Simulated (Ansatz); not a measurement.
The input, for Ansatz 0.2.0:

```yaml
crystal:
  periodic: [false, false, false]
  atoms:
    - {symbol: Ga, position_ang: [0.049172, -0.100512, 1.340910]}
    - {symbol: O, position_ang: [-0.086016, 1.154945, -0.112721]}
    - {symbol: Ga, position_ang: [-0.009737, -0.155034, -1.341967]}
    - {symbol: H, position_ang: [-1.362450, -0.655763, 1.862421]}
basis:
  gaussian: {orbitals: 6-31G}
total_charge: 1
magnetization: {spin_polarized: false, initial_magnetization: 4}
correlation: {active_space: {window: {electrons: 8, orbitals: 6}}}
```

```sh
$ ansatz run in.yaml --threads 1 --pin off --events-out ev --progress --plain --max-ram 2393MiB
```

(1) Roughly how long does this take on 1 thread of Arm Neoverse V1, shared host, and how much host memory?

```
614 factors; integrals over basis functions are off by at most 4.9e-4 eV
mean field evaluation 1: about -106678.0541 eV, gradient 6.8e1 eV
mean field evaluation 2: about -106678.1171 eV, gradient 6.8e1 eV
mean field evaluation 4: about -106688.0117 eV, gradient 3.0e1 eV
mean field evaluation 8: about -106691.0409 eV, gradient 1.7e0 eV
mean field evaluation 16: about -106691.5594 eV, gradient 3.3e0 eV
mean field evaluation 32: about -106692.3773 eV, gradient 1.0e0 eV
mean field evaluation 64: about -106688.0056 eV, gradient 3.5e1 eV
mean field evaluation 96: about -106689.8484 eV, gradient 5.6e0 eV
mean field evaluation 128: about -106692.4366 eV, gradient 3.1e-1 eV
mean field -106692.44001426 eV, -3920.8748517910 hartree, gradient 4.1e-6 eV, S^2 6.000000; 9 other end points of the search recorded, 0 dependent functions left out
reference -106692.44001426 eV, -3920.8748517910 hartree; 37, 33 occupied and 32, 36 virtual orbitals, 614 factors
state -106692.45693053 eV, -3920.8754734522 hartree
Total energy: -106692.45693053 eV, -3920.8754734522 hartree
```

The active space holds one configuration alone, so it describes no static correlation.

Natural occupations: 1.9994 1.9994 1.0006 1.0006 1.0000 1.0000.

Answers

(1) 17 s wall and 0.25 GiB.
